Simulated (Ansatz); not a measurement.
Geometry optimisation, UKS revPBE/def2-mTZVP (Ansatz 0.2.0).

Input:

```yaml
crystal:
  periodic: [false, false, false]
  atoms:
    - { symbol: C, position_ang: [-0.847, 0.9964, -0.5126] }
    - { symbol: Al, position_ang: [0.7429, 0.4021, 0.4039] }
    - { symbol: "N", position_ang: [0.8831, -1.4353, 0.8698] }
    - { symbol: H, position_ang: [-1.514, 0.1986, -0.6784] }
    - { symbol: H, position_ang: [-0.6177, 1.4649, -1.5265] }
    - { symbol: H, position_ang: [-1.3928, 1.8331, 0.0918] }
    - { symbol: H, position_ang: [0.74617, -1.47267, 1.96629] }
    - { symbol: H, position_ang: [0.03642, -1.90215, 0.50854] }
magnetization:
  spin_polarized: true
  initial_magnetization: 1
basis:
  gaussian: { orbitals: def2-mTZVP }
hamiltonian:
  xc: revpbe
relax:
  f_tol: 0.015
  max_steps: 40
output:
  orbitals: {}
```

Launched with:

```bash
$ ansatz run input.yaml --threads 2 --pin off --max-ram 3072MiB --backend cpu --events-out ev --progress --plain --runs-dir out
```

Question: Where does it end, and by what steps?

Answer: The run converged. After 7 steps the energy has fallen by 0.645 eV; H7 moved furthest, 0.69 Å.

```json
{"step": "0", "energy less start (eV)": "0.0000", "largest force component (eV/Å)": "3.164", "accepted": "yes"}
{"step": "1", "energy less start (eV)": "-0.3180", "largest force component (eV/Å)": "1.871", "accepted": "yes"}
{"step": "2", "energy less start (eV)": "-0.5312", "largest force component (eV/Å)": "0.655", "accepted": "yes"}
{"step": "3", "energy less start (eV)": "-0.6119", "largest force component (eV/Å)": "0.469", "accepted": "yes"}
{"step": "4", "energy less start (eV)": "-0.6419", "largest force component (eV/Å)": "0.112", "accepted": "yes"}
{"step": "5", "energy less start (eV)": "-0.6441", "largest force component (eV/Å)": "0.207", "accepted": "yes"}
{"step": "6", "energy less start (eV)": "-0.6447", "largest force component (eV/Å)": "0.016", "accepted": "yes"}
{"step": "7", "energy less start (eV)": "-0.6447", "largest force component (eV/Å)": "0.007", "accepted": "yes"}
```

```xyz
8
Properties=species:S:1:pos:R:3
C -0.889 1.083 -0.562
Al 0.547 0.454 0.683
N 0.617 -1.310 1.065
H -1.597 0.267 -0.787
H -0.464 1.437 -1.515
H -1.461 1.922 -0.134
H 1.305 -1.751 1.674
H -0.022 -2.018 0.699
```

Whether the end is a true minimum wasn't checked by a vibrational analysis.

The run took 5.1 s on 2 threads of AMD EPYC 9R45 96-Core Processor (Zen 5), with other jobs on the host, peak memory 0.17 GiB.
